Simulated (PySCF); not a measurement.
Numbering as in the mapped SMILES `[CH3:1][PH+:2]([CH3:3])[CH2:4][C:5]#[N:6]` (H(Xn): hydrogen on atom n).

Geometry: GFN2-xTB; GIAO absolute shieldings from PySCF 2.14.0 with density-fitted response routines, gas phase, non-relativistic, averaged over equivalent atoms.

At OLYP/pcSseg-1 (154 basis functions, 19 s wall time on 1 thread of an Arm Neoverse V2, shared host):
```
      atoms  σ (ppm)
         C5     81.6
         C4    168.8
      C1/C3    176.4
         P2    322.6
         N6    -51.9
      H(P2)    25.81
      H(C4)    28.36
H(C1)/H(C3)    29.41
```

Problem. Estimate the result of repeating the calculation with PBE0/pcSseg-1.

Solution. 
```tsv
atoms	σ at PBE0/pcSseg-1	change
C5	77.0	-4.6
C4	173.9	+5.1
C1/C3	180.8	+4.4
P2	332.5	+9.9
N6	-64.0	-12.1
H(P2)	25.80	-0.01
H(C4)	28.40	+0.04
H(C1)/H(C3)	29.37	-0.04
```

The largest change is at N6 (nitrile nitrogen). Cost: 154 basis functions, roughly 50 core-seconds. The order of the carbon signals is the same at both levels.
